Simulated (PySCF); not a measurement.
**How methods differ on the ionisation energy of Mg**

Mg [Ne] 3s2 (1S) → Mg+ [Ne] 3s1 (2S), as a difference of total energies. Computed with PySCF 2.14 in an even-tempered Gaussian basis (22 s from 0.01 bohr⁻², ratio 2.5; 14 p from 0.013 bohr⁻², ratio 2.5; 6 d from 0.16 bohr⁻², ratio 2.7; 6 f from 0.24 bohr⁻², ratio 2.7), with the spin-free X2C one-electron Hamiltonian (Gaussian nucleus). Correlated levels: outer shells: 1s2 frozen; virtual orbitals above 40 to 60 times the deepest correlated orbital energy dropped. The calculations carry no spin-orbit coupling.

```json
{"method": "UHF", "ionisation energy (eV)": "6.616", "error (eV)": "-1.030"}
{"method": "LDA", "ionisation energy (eV)": "7.733", "error (eV)": "+0.087"}
{"method": "PBE", "ionisation energy (eV)": "7.623", "error (eV)": "-0.023"}
{"method": "PBE0", "ionisation energy (eV)": "7.552", "error (eV)": "-0.094"}
{"method": "r2SCAN", "ionisation energy (eV)": "7.381", "error (eV)": "-0.265"}
{"method": "BP86", "ionisation energy (eV)": "7.721", "error (eV)": "+0.075"}
{"method": "B97-3", "ionisation energy (eV)": "7.714", "error (eV)": "+0.068"}
{"method": "MP2 (outer shells)", "ionisation energy (eV)": "7.408", "error (eV)": "-0.238"}
{"method": "SCS-MP2 (outer shells)", "ionisation energy (eV)": "7.507", "error (eV)": "-0.139"}
```

Reference: 7.646 eV (measured; NIST Atomic Spectra Database, ionization energies).
